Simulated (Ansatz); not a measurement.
Compare A (`CN=C=C=O`) with its isomer B (`C=C1N=C1O`).

Computed with Ansatz on PBE0-D4/def2-TZVP structures; ΔE is electronic, products minus reactants. CBS: MP2 limit from def2 TZ/QZ plus the TZ coupled-cluster correction, frozen cores. DFT in def2-TZVPP. Each species was taken in one conformer, which may not be the lowest.

Q: Which is lower in electronic energy at CCSD(T)/CBS, and by how much? (An estimate is asked.)

A: Computed: B, by 3.6 kJ/mol.

Q: Give E(B) − E(A) in kJ/mol with CCSD/def2-TZVPP, MP2/def2-TZVPP, BLYP-D4, HF/def2-TZVPP, PBE0-D4, r2SCAN-D4, PBE-D4. (An estimate is asked.)

A: Ansatz gave: CCSD/def2-TZVPP -7.6, MP2/def2-TZVPP -7.7, BLYP-D4 34.7, HF/def2-TZVPP -22.7, PBE0-D4 -14.9, r2SCAN-D4 6.7, PBE-D4 9.2. The order is the other way round with BLYP-D4, r2SCAN-D4, PBE-D4.

Q: Does the order hold for the free energy at 298.15 K (harmonic terms from PBE0-D4)? (Best estimate.)

A: Ansatz gave: No: G(B) − G(A) = +2.9 kJ/mol, for one conformer each.

Largest T1 diagnostic: 0.018.

At CCSD(T), def2-SVP lies +19.6 kJ/mol from the extrapolated value and def2-TZVPP +6.1 kJ/mol. From BLYP to BHLYP (50 % exact exchange), in def2-TZVPP and without D4, E(B) − E(A) moves by −47.1 kJ/mol.
